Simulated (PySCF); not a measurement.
A calculation to check before its numbers are used.

A TDDFT job on ZnO, SMILES `[O]=[Zn]` (singlet state). Level of theory: TDDFT PBE0/def2-SVP, vertical, gas phase, core orbitals frozen in the response in PySCF.

Driver input (Å, PBE0-D3(BJ)/def2-SVP geometry):

```
{"job": {"kind": "uv", "xc": "PBE0", "basis": "def2-SVP"}, "charge": 0, "multiplicity": 1}
O      0.8498    -0.0049    -0.0068
Zn    -0.8443     0.0074    -0.0215
```

Output:

```
coarse grid: 12624 points
cycle   1  E = -1853.4380022449  dE =  7.679e-02  |g| = 1.242e+00  |ddm| = 1.995e+00
cycle   2  E = -1846.8321530131  dE =  6.606e+00  |g| = 3.644e+00  |ddm| = 4.462e+00
cycle   3  E = -1853.7636305431  dE = -6.931e+00  |g| = 4.550e-01  |ddm| = 4.212e+00
cycle   4  E = -1853.8218065751  dE = -5.818e-02  |g| = 3.448e-01  |ddm| = 8.867e-01
cycle   5  E = -1853.8391697224  dE = -1.736e-02  |g| = 9.264e-02  |ddm| = 1.730e-01
cycle   6  E = -1853.8381868381  dE =  9.829e-04  |g| = 1.080e-01  |ddm| = 5.097e-02
cycle   7  E = -1853.8390417790  dE = -8.549e-04  |g| = 9.042e-02  |ddm| = 1.483e-02
cycle   8  E = -1853.8410483743  dE = -2.007e-03  |g| = 2.801e-03  |ddm| = 8.187e-02
cycle   9  E = -1853.8410504189  dE = -2.045e-06  |g| = 7.307e-04  |ddm| = 3.605e-03
final grid: 24248 points
cycle  10  E = -1853.8410541196  dE =  8.125e-07  |g| = 2.001e-03  |ddm| = 2.121e-03
cycle  11  E = -1853.8410411187  dE =  1.300e-05  |g| = 7.702e-03  |ddm| = 8.868e-03
cycle  12  E = -1853.8410550581  dE = -1.394e-05  |g| = 1.049e-04  |ddm| = 7.000e-03
cycle  13  E = -1853.8410550594  dE = -1.255e-09  |g| = 3.969e-05  |ddm| = 7.776e-05
cycle  14  E = -1853.8410550596  dE = -2.644e-10  |g| = 1.800e-05  |ddm| = 2.528e-05
converged SCF energy = -1853.8410550596

Static polarisability (au): isotropic 27.532, principal 21.481 21.481 39.635

Singlet excitations
state   eV       nm        f      main configurations
  1   0.6403   1936.3   0.00126   H->L 0.99
  2   0.6403   1936.3   0.00126   H-1->L 0.99
  3   3.8457    322.4   0.11305   H-2->L 0.87
  4   6.3468    195.3   0.00000   H->L+1 0.50, H-1->L+2 0.50
  5   6.4837    191.2   0.00000   H->L+2 0.48, H-1->L+1 0.48
  6   6.4837    191.2   0.00000   H-1->L+2 0.48, H->L+1 0.48
  7   7.7932    159.1   0.01897   H->L+3 0.99
  8   7.7932    159.1   0.01897   H-1->L+3 0.99
  9   8.0625    153.8   0.08336   H-3->L 0.49, H-1->L+1 0.23, H->L+2 0.23
 10   8.2837    149.7   0.00000   H-4->L 0.99

Triplet excitations (Tamm-Dancoff, eV): -0.0510 -0.0510 1.1954 5.7449
```

The SCF starts on a coarse grid; the energy jumps when the final grid takes over, and dE counts afresh there.

Frontier levels of this run: HOMO -6.35 eV, LUMO -3.54 eV.

**Question.** Can the results be trusted, and what went wrong?

**Answer.** Not as they stand: a triplet lies below the closed-shell reference. The lowest Tamm–Dancoff triplet root is negative, -0.05 eV. By this estimate a triplet lies below the closed-shell solution at this geometry and level, and that solution is no minimum once the two spins may take different orbitals. The orbital gap is 2.81 eV. The singlet excitations, the polarisability and the orbital energies refer to this closed shell, which need not be the ground state.

**Question.** What would you do next?

**Answer.** Solve the triplet and a broken-symmetry singlet by unrestricted SCF and compare energies; restart the closed shell from another guess in case it settled on a wrong occupation; where singlet and triplet lie close, use a multireference method.

Hardware: x86-64 server, one thread, no GPU (shared host). Cost: 1.4 s wall.
